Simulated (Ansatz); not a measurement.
# BN (quintet): the correlation ladder, cc-pVTZ

The task here is to estimate one member of a computed series from the others.

The runs use Ansatz 0.2.0, Gaussian basis; cc-pVTZ, core rule «outside noble gas», up to 2 orbitals frozen.

The runs, in order: UHF; CCSD(T) on ROHF; CCSD(T) on UHF; BCCD(T) on ROHF; CISD as a restricted active space (open shells left free, so some higher excitations enter); CCSDT(Q) on ROHF; CCSDT(Q) on UHF; CASSCF and MRCISD+Q, 8 electrons in 8 orbitals; CASSCF and NEVPT2, 8 electrons in 8 orbitals.

15 further runs of the same task are left out: 5 that didn't finish, 10 set aside as unsound or not needed. Runs told in other sessions of the task aren't counted.

**The system**

The geometry is a PBE0/def2-TZVP stationary point (not a proven minimum) of the parent state, kept for this charge and spin.

2 atoms, charge 0, spin multiplicity 5.

Atoms are counted from 1 here; the program's logs count them from 0.

Bond lengths: B1–N2 1.315 Å.

The first run:

in.yaml

```yaml
crystal:
  periodic: [false, false, false]
  atoms:
    - {symbol: B, position_ang: [0.000000, 0.000000, 0.000000]}
    - {symbol: N, position_ang: [0.000000, 0.000000, 1.315453]}
basis:
  gaussian: {orbitals: cc-pVTZ}
magnetization: {spin_polarized: true, initial_magnetization: 4}
hamiltonian: {xc: hf}
output: {orbitals: {seedname: orbitals}}
```

The run is started by

```console
$ ansatz run in.yaml --threads 1 --pin off --events-out ev --progress --plain --max-ram 2393MiB
```

Steps of the session up to this table: UHF; CCSD(T) on ROHF; CCSD(T) on UHF; BCCD(T) on ROHF; CISD as a restricted active space (open shells left free, so some higher excitations enter); CCSDT(Q) on ROHF; CCSDT(Q) on UHF; CASSCF and MRCISD+Q, 8 electrons in 8 orbitals; CASSCF and NEVPT2, 8 electrons in 8 orbitals.

One table of the session follows, with a row left open; its other results are not shown here.

```
          method  from UCCSDT(Q) (kcal/mol)
            ROHF                    +120.35
             UHF                    +116.79
            RMP2                     +18.10
            UMP2                     +18.46
            CISD                      +7.11
           RCCSD                      +4.22
           UCCSD                      +4.11
        RCCSD(T)                      +0.68
        UCCSD(T)                      +0.63
         BCCD(T)                      +0.69
          RCCSDT                      +0.18
          UCCSDT                      +0.12
       RCCSDT(Q)                      +0.07
       UCCSDT(Q)                          0
  CASSCF valence                          ?
  NEVPT2 valence                     +18.69
  MRCISD valence                      +5.46
MRCISD+Q valence                      +0.89
```

Estimate the missing values for CASSCF valence.

As computed: from UCCSDT(Q) (kcal/mol): +98.60. In the column «from UCCSDT(Q) (kcal/mol)» it lies between NEVPT2 valence (+18.69) and UHF (+116.79).

Limits of these values: Restricted and unrestricted rows rest on different reference determinants; a gap between their highest levels can come from leftover correlation error, from unlike frozen cores or from another state.
